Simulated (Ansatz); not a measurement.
Cost and result for the atomization energy of SSi (`[Si-]#[S+]`) (2 atoms, 1 bond).

```
atom   x (Å)   y (Å)   z (Å)
 Si1  -0.844   0.062  -0.463
  S2   0.844  -0.062   0.463
```

Charge 0, multiplicity 1. Geometry: relaxed with PBE0-D4/def2-TZVP. Program: Ansatz. All runs use 2 threads of an AMD EPYC 7R13 on a shared host. Times are those of one run each, without the atoms' runs, and a repeat can differ threefold. Electronic energies, without spin–orbit coupling; frozen cores. CCSD(T)/CBS extrapolates def2-TZVPP and def2-QZVPP, and its time is that of the two runs behind it. T1 = 0.022. B3LYP takes the VWN-RPA correlation (the form of Gaussian; ORCA's B3LYP/G).

CCSD(T)/CBS is a level of theory with its own doubt, some kJ/mol a heavy atom from the limit and from the frozen cores, so smaller differences don't rank the functionals.

```csv
level,functions,wall time,atomization (kcal/mol),difference from CCSD(T)/CBS,per bond
CCSD(T)/def2-SVP,36,0.31 s,130.8,-16.0,-16.0
BLYP-D4/def2-TZVPP,84,0.56 s,147.0,0.2,0.2
BHLYP-D4/def2-TZVPP,84,0.7 s,135.7,-11.1,-11.1
CAM-B3LYP-D4/def2-TZVPP,84,0.7 s,141.0,-5.8,-5.8
B3LYP-D4/def2-TZVPP (with forces),84,0.81 s,143.9,-2.9,-2.8
revPBE-D4/def2-TZVPP,84,0.86 s,145.9,-0.9,-0.9
PBE-D4/def2-TZVPP (with forces),84,0.87 s,150.4,3.6,3.6
PBE-QIDH/def2-TZVPP,84,1 s,142.4,-4.4,-4.4
B2PLYP/def2-TZVPP,84,1.3 s,143.5,-3.3,-3.3
B97M-V/def2-TZVPP,84,1.4 s,151.6,4.8,4.8
CCSD(T)/def2-TZVPP,84,1.4 s,139.1,-7.7,-7.7
CCSD(T)/def2-QZVPP,140,4.7 s,143.6,-3.2,-3.2
CCSD(T)/CBS(def2),–,6.1 s,146.8,0.0,0.0
```

At CCSD(T), def2-SVP lies −16.0 kcal/mol from the extrapolated value and def2-TZVPP −7.7 kcal/mol: correlation converges slowly with the basis, and small sets miss more of it in the bonded molecule than in its fragments. From PBE to PBE0 (25 % exact exchange), in def2-TZVPP and without D4, the atomization energy moves by −6.4 kcal/mol: exact exchange takes away binding that semilocal exchange gives to molecules. In def2-TZVPP, CCSD(T) changes the Hartree–Fock value by +49.1 kcal/mol (the triples alone add +6.6 kcal/mol) and MP2 by +54.8 kcal/mol; breaking electron pairs costs correlation energy, which Hartree–Fock lacks.
